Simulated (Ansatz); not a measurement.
# SiH4O (Si(OH)H3) at BCCD(T)/STO-3G

What is the vertical singlet–triplet gap of SiH4O (Si(OH)H3) at BCCD(T)/STO-3G? 

The results are computed with Ansatz 0.2.0.

57 further runs of the same task are left out: 2 that didn't finish, 55 set aside as unsound or not needed.

### Step 1. Starting point

SiH4O: 6 atoms, total charge 0, spin state singlet. SMILES: `[H][Si]([H])([H])O`. The coordinates come from a GFN2-xTB relaxation.

Bond lengths: Si1–O2 1.625 Å, O2–H3 0.953 Å, Si1–H4 1.464 Å, Si1–H5 1.464 Å, Si1–H6 1.453 Å. Angles: Si1–O2–H3 122.4°, O2–Si1–H4 110.3°, O2–Si1–H5 110.3°, O2–Si1–H6 101.4°, H4–Si1–H5 108.8°, H4–Si1–H6 112.9°, H5–Si1–H6 112.9°.

### Step 2. A single-point energy at BCCD(T)/STO-3G

Input file in.yaml:

```yaml
crystal:
  periodic: [false, false, false]
  atoms:
    - {symbol: Si, position_ang: [-0.059940, -0.114970, -0.407910]}
    - {symbol: O, position_ang: [-0.059540, -0.091910, 1.217130]}
    - {symbol: H, position_ang: [0.327320, 0.620940, 1.717260]}
    - {symbol: H, position_ang: [1.313150, -0.112770, -0.916850]}
    - {symbol: H, position_ang: [-0.760380, 1.058380, -0.933190]}
    - {symbol: H, position_ang: [-0.760600, -1.359670, -0.676430]}
basis:
  gaussian: {orbitals: STO-3G}
correlation: {method: bccd_t, frozen_orbitals: {H: 0, O: 1, Si: 5}}
accuracy: high
scf: {omitted_lower_state_checks: [cluster_reference, increment]}
```

Launch:

```bash
ansatz run in.yaml --threads 1 --pin off --max-ram 2610MiB --events-out events.jsonl --progress --plain --runs-dir runs
```

Standard output (excerpt; [...] marks lines left out):

```text
Warning: RAYON_NUM_THREADS=1 ignored (pool sized by the plan → 1); use --threads N
Functional definition: HF
  name "HF"
[...]
314 factors; integrals over basis functions are off by at most 2.2e-8 eV
[...]
mean field -9844.02768294 eV, -361.7613448263 hartree, gradient 8.6e-9 eV, S^2 0.000000; 0 other end points of the search recorded, 0 dependent functions left out
6 core orbitals not correlated: weight in the atoms' cores, before any rotation towards them, 1.000 or more for the frozen orbitals, at most 0.000 for the correlated occupied ones
reference -9844.02768294 eV, -361.7613448263 hartree; 7, 7 occupied and 5, 5 virtual orbitals, 314 factors
second order -1.97014080 eV of doubles, -0.00000000 eV of singles
cycle   1  -2.43789237 eV  change   -4.7e-1 eV  update   5.9e-2
[...]
cycle  18  -2.68207415 eV  change  -9.3e-11 eV  update  6.2e-10
perturbative correction -0.04550130 eV, -0.0016721420 hartree
Total energy: -9846.75525839 eV, -361.8615813754 hartree
Checks for a lower state left out: cluster_reference, increment
```

Run time: 0.2 s. Hardware: 1 thread of Intel Xeon Platinum 8488C (Sapphire Rapids), shared host.

### Step 3. The triplet, same level

Input file input.yaml:

```yaml
crystal:
  periodic: [false, false, false]
  atoms:
    - {symbol: Si, position_ang: [-0.059940, -0.114970, -0.407910]}
    - {symbol: O, position_ang: [-0.059540, -0.091910, 1.217130]}
    - {symbol: H, position_ang: [0.327320, 0.620940, 1.717260]}
    - {symbol: H, position_ang: [1.313150, -0.112770, -0.916850]}
    - {symbol: H, position_ang: [-0.760380, 1.058380, -0.933190]}
    - {symbol: H, position_ang: [-0.760600, -1.359670, -0.676430]}
basis:
  gaussian:
    orbitals: STO-3G
magnetization:
  spin_polarized: true
  initial_magnetization: 2
correlation:
  method: bccd_t
  frozen_orbitals: {H: 0, O: 1, Si: 5}
accuracy: high
scf:
  omitted_lower_state_checks: [cluster_reference, increment]
```

Launch:

```bash
ansatz run input.yaml --threads 1 --pin off --max-ram 2610MiB --events-out events.jsonl --progress --plain --runs-dir runs
```

Standard output (excerpt; [...] marks lines left out):

```text
Warning: RAYON_NUM_THREADS=1 ignored (pool sized by the plan → 1); use --threads N
Functional definition: HF
  name "HF"
[...]
314 factors; integrals over basis functions are off by at most 2.2e-8 eV
[...]
mean field -9834.84797163 eV, -361.4239966578 hartree, gradient 2.9e-8 eV, S^2 2.004195; 6 other end points of the search recorded, 0 dependent functions left out
6 core orbitals not correlated: weight in the atoms' cores, before any rotation towards them, 1.000 or more for the frozen orbitals, at most 0.000 for the correlated occupied ones
reference -9834.84797163 eV, -361.4239966578 hartree; 8, 6 occupied and 4, 6 virtual orbitals, 314 factors
second order -1.53354585 eV of doubles, -0.00000000 eV of singles
cycle   1  -2.01580962 eV  change   -4.8e-1 eV  update   5.9e-2
[...]
cycle  32  -2.31681255 eV  change   7.0e-10 eV  update  4.2e-10
perturbative correction -0.02483405 eV, -0.0009126345 hartree
Total energy: -9837.18961823 eV, -361.5100505832 hartree
Checks for a lower state left out: cluster_reference, increment
```

Wall time 0.58 s (1 thread of Intel Xeon Platinum 8488C (Sapphire Rapids), shared host).

### Step 4. Outcome

Level: BCCD(T)/STO-3G, 6 core orbitals frozen.

```
                                            quantity          value
                               singlet: total energy  -361.86158 Eh
singlet: correlation energy (6 core orbitals frozen)     -100.2 mEh
                             singlet: (T) correction      -1.67 mEh
                               triplet: total energy  -361.51005 Eh
triplet: correlation energy (6 core orbitals frozen)      -86.1 mEh
                             triplet: (T) correction      -0.91 mEh
          triplet: ⟨S²⟩ of the reference determinant          2.004
    vertical energy of the triplet above the singlet       9.566 eV
```

**Reading.** At this shape the triplet lies 9.57 eV (923 kJ/mol) above the singlet. In a minimal basis such a difference can be off by several eV, whatever the method. The triples (singlet) make up 1.7 % of the correlation energy. The triples (triplet) make up 1.1 % of the correlation energy.
